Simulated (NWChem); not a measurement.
The numbers come from NWChem runs, not from measurements. System: B, charge 0, spin multiplicity 2. Its SCF solution wasn't tested for a lower state. Level: UHF/def2-TZVP.

Input file:

```
start mol
memory heap 200 mb stack 900 mb global 1100 mb
geometry units angstroms nocenter noautoz
  B      0.000000     0.000000     0.000000
  symmetry group D2h
end
basis spherical
  * library def2-tzvp
end
scf
  uhf
  nopen 1
  maxiter 100
  thresh 1e-7
  semidirect memsize 60000000 filesize 0
  # guess.movecs holds the orbitals of an unrestricted PBE0 run
  vectors input guess.movecs output mol.movecs
end
task scf energy
```

Part of the output:

```
             Northwest Computational Chemistry Package (NWChem) 7.3.0
             --------------------------------------------------------

                                NWChem Input Module
                                -------------------

 Scaling coordinates for geometry "geometry" by  1.889725989
 (inverse scale =  0.529177249)

                             Geometry "geometry" -> ""
                             -------------------------

 Output coordinates in angstroms (scale by  1.889725989 to convert to a.u.)

  No.       Tag          Charge          X              Y              Z
 ---- ---------------- ---------- -------------- -------------- --------------
    1 B                    5.0000     0.00000000     0.00000000     0.00000000

 Effective nuclear repulsion energy (a.u.)       0.0000000000

            Nuclear Dipole moment (a.u.)
            ----------------------------
        X                 Y               Z
 ---------------- ---------------- ----------------
     0.0000000000     0.0000000000     0.0000000000

      Symmetry information
      --------------------

 Group name             D2h
 Group number             26
 Group order               8
 No. of unique centers     1

      Symmetry unique atoms

     1


 Summary of "ao basis" -> "" (spherical)
 ------------------------------------------------------------------------------
       Tag                 Description            Shells   Functions and Types
 ---------------- ------------------------------  ------  ---------------------
 *                         def2-tzvp                  on all atoms

 Summary of "ao basis" -> "ao basis" (spherical)
 ------------------------------------------------------------------------------
       Tag                 Description            Shells   Functions and Types
 ---------------- ------------------------------  ------  ---------------------
 B                         def2-tzvp                11       31   5s3p2d1f

                                 NWChem SCF Module
                                 -----------------

  ao basis        = "ao basis"
  functions       =    31
  atoms           =     1
  alpha electrons =     3
  beta  electrons =     2
  charge          =   0.00
  wavefunction    = UHF
  use symmetry    = T
  symmetry adapt  = T

 Summary of "ao basis" -> "ao basis" (spherical)
 ------------------------------------------------------------------------------
       Tag                 Description            Shells   Functions and Types
 ---------------- ------------------------------  ------  ---------------------
 B                         def2-tzvp                11       31   5s3p2d1f

      Symmetry analysis of basis
      --------------------------

        ag          9
        au          1
        b1g         2
        b1u         5
        b2g         2
        b2u         5
        b3g         2
        b3u         5

 Forming initial guess at       0.0s

   Symmetry analysis of molecular orbitals - initial alpha
   -------------------------------------------------------

  Numbering of irreducible representations:

     1 ag          2 au          3 b1g         4 b1u         5 b2g
     6 b2u         7 b3g         8 b3u

  Orbital symmetries:

     1 ag          2 ag          3 b2u         4 b3u         5 b1u
     6 ag          7 b2u         8 b3u         9 b1u        10 b1g
    11 b3g        12 ag         13 ag

   Symmetry analysis of molecular orbitals - initial beta
   ------------------------------------------------------
[...]
    4    0.0515
    5    0.0892
    6    0.1681
    7    0.2785
    8    0.2785
    9    0.3173
   10    0.5553
   11    0.5553
   12    0.5846
   13    0.5846

                    UHF Final Alpha Molecular Orbital Analysis
                    ------------------------------------------

 Vector    2  Occ=1.000000D+00  E=-5.449676D-01  Symmetry=ag
              MO Center=  9.0D-35, -6.4D-34,  2.5D-34, r^2= 1.3D+00
   Bfn.  Coefficient  Atom+Function         Bfn.  Coefficient  Atom+Function
  ----- ------------  ---------------      ----- ------------  ---------------
     4      0.541736  1 B  s                  3      0.437364  1 B  s
     2     -0.232926  1 B  s

 Vector    3  Occ=1.000000D+00  E=-3.186121D-01  Symmetry=b2u
              MO Center=  1.1D-33,  2.7D-34, -2.4D-33, r^2= 1.7D+00
   Bfn.  Coefficient  Atom+Function         Bfn.  Coefficient  Atom+Function
  ----- ------------  ---------------      ----- ------------  ---------------
    10      0.479875  1 B  py                 7      0.452932  1 B  py
    13      0.244951  1 B  py

 Vector    4  Occ=0.000000D+00  E= 4.185810D-02  Symmetry=b3u
              MO Center= -4.2D-36,  2.2D-50, -1.3D-48, r^2= 3.5D+00
   Bfn.  Coefficient  Atom+Function         Bfn.  Coefficient  Atom+Function
  ----- ------------  ---------------      ----- ------------  ---------------
    12      0.687063  1 B  px                 6      0.284784  1 B  px
     9      0.217515  1 B  px

 Vector    5  Occ=0.000000D+00  E= 4.185810D-02  Symmetry=b1u
              MO Center=  1.6D-19, -7.0D-20, -7.1D-20, r^2= 3.5D+00
   Bfn.  Coefficient  Atom+Function         Bfn.  Coefficient  Atom+Function
  ----- ------------  ---------------      ----- ------------  ---------------
    14      0.687063  1 B  pz                 8      0.284784  1 B  pz
    11      0.217515  1 B  pz

 Vector    6  Occ=0.000000D+00  E= 1.561423D-01  Symmetry=ag
              MO Center=  1.0D-20,  2.9D-19,  1.2D-20, r^2= 6.6D+00
   Bfn.  Coefficient  Atom+Function         Bfn.  Coefficient  Atom+Function
  ----- ------------  ---------------      ----- ------------  ---------------
     5     -2.186094  1 B  s                  4      2.022999  1 B  s
     3     -0.154183  1 B  s

                     UHF Final Beta Molecular Orbital Analysis
                     -----------------------------------------

 Vector    2  Occ=1.000000D+00  E=-4.458987D-01  Symmetry=ag
              MO Center= -1.2D-18,  7.8D-18, -3.2D-18, r^2= 1.4D+00
   Bfn.  Coefficient  Atom+Function         Bfn.  Coefficient  Atom+Function
  ----- ------------  ---------------      ----- ------------  ---------------
     4      0.518644  1 B  s                  3      0.408203  1 B  s
     2     -0.223515  1 B  s                  5      0.195367  1 B  s

 Vector    3  Occ=0.000000D+00  E= 5.152590D-02  Symmetry=b1u
              MO Center= -2.0D-18,  2.5D-30,  2.0D-16, r^2= 3.7D+00
   Bfn.  Coefficient  Atom+Function         Bfn.  Coefficient  Atom+Function
  ----- ------------  ---------------      ----- ------------  ---------------
    14      0.729498  1 B  pz                 8      0.270324  1 B  pz
    11      0.182853  1 B  pz

 Vector    4  Occ=0.000000D+00  E= 5.152590D-02  Symmetry=b3u
              MO Center=  2.8D-20,  4.6D-36,  1.8D-37, r^2= 3.7D+00
   Bfn.  Coefficient  Atom+Function         Bfn.  Coefficient  Atom+Function
  ----- ------------  ---------------      ----- ------------  ---------------
    12      0.729498  1 B  px                 6      0.270324  1 B  px
     9      0.182853  1 B  px

 Vector    5  Occ=0.000000D+00  E= 8.922931D-02  Symmetry=b2u
              MO Center=  7.5D-35,  4.1D-19,  8.2D-35, r^2= 4.3D+00
   Bfn.  Coefficient  Atom+Function         Bfn.  Coefficient  Atom+Function
  ----- ------------  ---------------      ----- ------------  ---------------
    13      0.849705  1 B  py                 7      0.240620  1 B  py

 center of mass
 --------------
 x =   0.00000000 y =   0.00000000 z =   0.00000000

 moments of inertia (a.u.)
 ------------------
           0.000000000000           0.000000000000           0.000000000000
           0.000000000000           0.000000000000           0.000000000000
           0.000000000000           0.000000000000           0.000000000000

  Mulliken analysis of the total density
  --------------------------------------

    Atom       Charge   Shell Charges
 -----------   ------   -------------------------------------------------------
    1 B    5     5.00   0.92  1.05  0.72  1.02  0.28  0.37  0.45  0.17  0.00  0.00  0.00

  Mulliken analysis of the alpha density
  --------------------------------------

    Atom       Charge   Shell Charges
 -----------   ------   -------------------------------------------------------
    1 B    5     3.00   0.46  0.53  0.37  0.52  0.12  0.37  0.45  0.17  0.00  0.00  0.00

   Mulliken analysis of the beta density
   -------------------------------------

    Atom       Charge   Shell Charges
 -----------   ------   -------------------------------------------------------
    1 B    5     2.00   0.46  0.53  0.34  0.50  0.17  0.00 -0.00  0.00  0.00  0.00  0.00

   Mulliken analysis of the spin density
   -------------------------------------

    Atom       Charge   Shell Charges
 -----------   ------   -------------------------------------------------------
    1 B    5     1.00   0.00 -0.00  0.03  0.02 -0.05  0.37  0.45  0.17  0.00  0.00  0.00

       Multipole analysis of the density wrt the origin
       ------------------------------------------------

     L   x y z        total         alpha         beta         nuclear
     -   - - -        -----         -----         ----         -------
     0   0 0 0     -0.000000     -3.000000     -2.000000      5.000000

     1   1 0 0      0.000000     -0.000000      0.000000      0.000000
     1   0 1 0     -0.000000      0.000000     -0.000000      0.000000
     1   0 0 1      0.000000      0.000000      0.000000      0.000000

     2   2 0 0     -4.434118     -2.681586     -1.752532      0.000000
     2   1 1 0     -0.000000     -0.000000     -0.000000      0.000000
     2   1 0 1     -0.000000      0.000000     -0.000000      0.000000
     2   0 2 0     -6.887523     -5.347376     -1.540148      0.000000
     2   0 1 1     -0.000000     -0.000000     -0.000000      0.000000
     2   0 0 2     -4.434118     -2.681586     -1.752532      0.000000

 Task  times  cpu:        0.1s     wall:        0.1s

 Total times  cpu:        0.1s     wall:        0.1s
```
